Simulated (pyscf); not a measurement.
## Elimination: H₃C–Mo(=O)(=O)–OH -> O=Mo(=O)=O + CH₄

Gas phase, singlet surface, charge 0. Bonds broken: Mo2–C5, O4–H6. Bonds formed: C5–H6. PySCF, gas phase, ωB97X-D3(BJ)/def2-SVP geometries.

Transition state (Å):

```xyz
9

O      0.7960    -1.4392    -0.8188
Mo     0.2618     0.1401    -0.6110
O      0.9658     1.1960    -1.7117
O     -1.4602     0.3672    -0.2854
C      0.4445     0.8499     1.5299
H     -0.7611     0.7050     0.8245
H      0.9055    -0.0222     2.0158
H     -0.2983     1.2562     2.2390
H      1.1788     1.6548     1.3737
```

One imaginary mode, 1462i cm⁻¹; descent along it reached the two sides named, in the forms told below.

```
bond    change  reactant side (Å)  saddle  product side
------  ------  -----------------  ------  ------------
Mo2–C5  breaks              2.101   2.263         2.428
O4–H6   breaks              0.972   1.354           2.6
C5–H6    forms                3.8   1.404         1.110
```

Electronic energies relative to the reactant's lowest minimum found (kJ/mol):

| level | barrier | reaction energy | reverse barrier |
|---|---|---|---|
| ωB97X-D3(BJ)/def2-TZVP | 213.9 | +216.4 | -2.5 |
| PBE/def2-TZVP | 179.3 | +172.7 | 6.7 |
| r²SCAN/def2-TZVP | 193.9 | +191.1 | 2.9 |
| B3LYP-D3(BJ)/def2-TZVP | 207.9 | +195.5 | 12.4 |
| PBE0-D3(BJ)/def2-TZVP | 201.1 | +204.4 | -3.3 |
| M06-2X/def2-TZVP | 219.3 | +216.6 | 2.7 |
| ωB97M-D3(BJ)/def2-TZVP | 212.9 | +203.9 | 9.0 |

With ωB97M-D3(BJ)/def2-TZVP energies and thermal terms (ideal gas, 1 atm, RRHO with modes under 100 cm⁻¹ raised to 100, one conformer, R ln 2 for chiral ones without a mode under 150 cm⁻¹), in kJ/mol:

```json
[
 {"T (K)": "298", "ΔH‡": "202.9", "ΔG‡": "205.6", "ΔH": "+201.4", "ΔG": "+164.8"},
 {"T (K)": "600", "ΔH‡": "199.3", "ΔG‡": "209.8", "ΔH": "+195.4", "ΔG": "+130.0"},
 {"T (K)": "900", "ΔH‡": "196.8", "ΔG‡": "215.6", "ΔH": "+189.2", "ΔG": "+98.6"},
 {"T (K)": "1200", "ΔH‡": "194.9", "ΔG‡": "222.2", "ΔH": "+183.6", "ΔG": "+69.3"}
]
```

On the product side the descent ends in an adduct with a C–Mo contact, 91.0 kJ/mol under the separated species and 88.6 kJ/mol under the saddle at ωB97X-D3(BJ)/def2-TZVP. At ωB97X-D3(BJ)/def2-TZVP, PBE0-D3(BJ) the saddle lies under the separated products, which points to a path from their complex (located at ωB97X-D3(BJ) alone), and parting the products costs more than the saddle. What is counted as broken (C–Mo) persists as a longer contact in the product adduct; parting that adduct is a step of its own. At the saddle there is also a short H–Mo contact that neither side keeps. This saddle turned up in a search for another step; its sides and bond changes are read from the two ends of the descent. One saddle was located; it need not be the lowest between these sides. Elements past Kr carry the def2 core potentials, without spin-orbit coupling.
